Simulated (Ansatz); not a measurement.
# C₂H₆FNOS: a ladder of functionals and wavefunction methods

Aim: compute C₂H₆FNOS with functionals from several rungs and with coupled cluster, and see how far each lands from CCSD(T) at the basis-set limit for the atomisation energy.

Computed with Ansatz 0.2.0, Gaussian basis. Level: functionals in def2-TZVPP, the program's frozen cores in correlated methods.

Plan: PBE-D4, r2SCAN-D4, PBE0-D4, B3LYP-D4, ωB97X-V, ωB97M-V, B2PLYP; CCSD(T)/def2-TZVPP; MP2/def2-QZVPP; extrapolation to the limit.

## Step 1: Structure used throughout

The geometry comes from an earlier relaxation with PBE0-D4 in a triple-zeta def2 set; it is a stationary point, not always the lowest conformer.

12 atoms, charge 0, spin multiplicity 1.

Atoms are counted from 1 here; the program's logs count them from 0.

Bond lengths: N1–C2 1.398 Å, N1–H7 1.010 Å, N1–H8 1.012 Å, C2–F3 1.414 Å, C2–O4 1.369 Å, C2–H9 1.098 Å, O4–C5 1.413 Å, C5–S6 1.788 Å, C5–H10 1.097 Å, C5–H11 1.091 Å, S6–H12 1.342 Å. Angles: C2–N1–H7 111.5°, C2–N1–H8 110.9°, H7–N1–H8 110.3°, N1–C2–F3 112.5°, N1–C2–O4 108.3°, N1–C2–H9 111.3°, F3–C2–O4 108.2°, F3–C2–H9 103.9°, O4–C2–H9 112.7°, C2–O4–C5 113.8°, O4–C5–S6 110.8°, O4–C5–H10 110.3°, O4–C5–H11 110.7°, S6–C5–H10 105.8°, S6–C5–H11 110.3°, H10–C5–H11 108.8°, C5–S6–H12 96.5°.

## Step 2: PBE-D4 (GGA)

in.yaml

```yaml
crystal:
  periodic: [false, false, false]
  atoms:
    - {symbol: N, position_ang: [-0.491785, -2.104270, 0.033692]}
    - {symbol: C, position_ang: [0.322535, -0.968416, 0.043359]}
    - {symbol: F, position_ang: [1.091776, -0.845478, -1.136487]}
    - {symbol: O, position_ang: [-0.481396, 0.135150, 0.145911]}
    - {symbol: C, position_ang: [0.228923, 1.345616, 0.305588]}
    - {symbol: S, position_ang: [-0.892893, 2.703636, 0.615230]}
    - {symbol: H, position_ang: [0.048148, -2.945564, -0.108157]}
    - {symbol: H, position_ang: [-1.212253, -2.026263, -0.672762]}
    - {symbol: H, position_ang: [1.072234, -1.021542, 0.843634]}
    - {symbol: H, position_ang: [0.881318, 1.290707, 1.185365]}
    - {symbol: H, position_ang: [0.840476, 1.552154, -0.573622]}
    - {symbol: H, position_ang: [-1.330181, 2.829171, -0.647649]}
basis:
  gaussian: {orbitals: def2-TZVPP}
hamiltonian: {xc: pbe, dispersion: d4}
output: {forces: true, orbitals: {seedname: orbitals}}
```

Command:

```
> ansatz run in.yaml --threads 4 --pin off --events-out ev --progress --plain --max-ram 10444MiB
```

The runs that follow: r2SCAN-D4 (meta-GGA); PBE0-D4 (hybrid); B3LYP-D4 (hybrid); ωB97X-V (range-separated); ωB97M-V (range-separated); B2PLYP (double hybrid); CCSD(T) in def2-TZVPP; MP2 in def2-QZVPP.

Before running them: what should the planned runs give, taken together? Wanted: atomisation energy, CCSD(T)/CBS; farthest; mean size of error, hybrid; mean size of error, range-separated; gap, smallest and largest; T1 diagnostic; triples share of the correlation energy.

As calculated:

```
                               quantity                                 value
        atomisation energy, CCSD(T)/CBS                         4394.9 kJ/mol
 functionals within 22.0 kJ/mol (0.5 %)          r2SCAN-D4, PBE0-D4, B3LYP-D4
                               farthest                PBE-D4 (+148.3 kJ/mol)
             mean size of error, hybrid                           11.7 kJ/mol
    mean size of error, range-separated                           27.7 kJ/mol
              gap, smallest and largest  5.50 eV (PBE-D4), 12.25 eV (ωB97X-V)
                          T1 diagnostic                                0.0116
triples share of the correlation energy                                 3.7 %
```

**Reading.** PBE-D4 is off by +148.3 kJ/mol. Double hybrids carry the basis error of their MP2 part in triple zeta, and no dispersion term here, so their miss is partly the set-up's. The reference freezes the cores and leaves out relativity and excitations past (T), so misses under about 22.0 kJ/mol can't be ranked. Hartree-Fock recovers 68 % of the binding; the rest is correlation. Orbital gaps span 5.5 to 12.3 eV; exact exchange widens them.
